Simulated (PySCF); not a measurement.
# One molecule, many functionals

Species: thietane, C₃H₆S.
Bonds: C1–C2, C2–S3, S3–C4, C1–C4. Hydrogens: H5, H6 on C1; H7, H8 on C2; H9, H10 on C4.

Linear-response calculations in the def2-SVPD basis (PySCF; singlets by full response, triplets Tamm–Dancoff, core orbitals frozen in the response; HF means time-dependent Hartree–Fock). 'Strongest' is the level of largest summed f among the singlets computed (10 roots, of which the last may lack a degenerate partner); it can jump between rows when another state enters that window. S1 is the lowest singlet of each run and needn't be the same state throughout; f(S1) is that of one state. Isolated species at its PBE0-D3(BJ)/def2-SVP geometry, gas phase.

| functional | kind | S1 (eV) | f(S1) | strongest (eV) | T1 (eV) | HOMO (eV) | gap (eV) | ionisation energy, ΔSCF (eV) |
| --- | --- | --- | --- | --- | --- | --- | --- | --- |
| LDA | LDA | 4.27 | 0.000 | 5.76 | 3.90 | -5.19 | 4.08 | 8.64 |
| PBE | GGA | 4.31 | 0.000 | 5.73 | 3.86 | -5.12 | 4.15 | 8.49 |
| B3LYP | global hybrid, 20% exact exchange | 4.48 | 0.000 | 6.19 | 4.04 | -6.11 | 5.81 | 8.63 |
| PBE0 | global hybrid, 25% exact exchange | 4.57 | 0.000 | 6.43 | 4.06 | -6.33 | 6.28 | 8.59 |
| BHandHLYP | global hybrid, 50% exact exchange | 4.72 | 0.000 | 6.85 | 4.23 | -7.43 | 8.18 | 8.53 |
| CAM-B3LYP | range-separated hybrid | 4.57 | 0.000 | 6.65 | 4.10 | -7.67 | 8.53 | 8.67 |
| wB97X-D | range-separated hybrid | 4.64 | 0.000 | 6.87 | 4.21 | -8.19 | 9.85 | 8.68 |
| LC-wPBE | range-separated hybrid | 4.73 | 0.000 | 8.88 | 4.17 | -9.06 | 11.00 | 8.73 |
| HF | Hartree–Fock | 5.07 | 0.000 | 9.04 | 4.45 | -9.14 | 11.57 | not settled |

S1 runs from 4.27 eV (LDA) to 5.07 eV (HF), a spread of 0.80 eV, while the orbital gap spreads over 7.5 eV. Along PBE (0%), B3LYP (20%), PBE0 (25%), BHandHLYP (50%), HF (100%) S1 rises with the share of exact exchange. −ε(HOMO) comes closest to its own ΔSCF ionisation energy with LC-wPBE (+0.33 eV) and misses most with LDA (-3.44 eV). 'Not settled' means that the ion's SCF failed to converge or may have ended in another state than the lowest.
